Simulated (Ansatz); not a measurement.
Input for Ansatz (development build ahead of 0.2.0):

```yaml
crystal:
  periodic: [false, false, false]
  atoms:
    - { symbol: Si, position_ang: [-0.0207, -0.0409, 0.05951] }
    - { symbol: H, position_ang: [1.45295, -0.04107, -0.36976] }
    - { symbol: H, position_ang: [-0.73815, 1.26179, -0.33875] }
    - { symbol: H, position_ang: [-0.69955, -1.21383, -0.41504] }
basis:
  gaussian: { orbitals: aug-cc-pVDZ }
magnetization:
  spin_polarized: true
  initial_magnetization: 1
hamiltonian:
  xc: hf
```

The input is written out in the form of the current development build from the run's settings.

Output:

| Property | Result |
| --- | --- |
| Converged | yes |
| Total energy | -290.62311 hartree |
| Spin squared of the determinant | 0.755 |
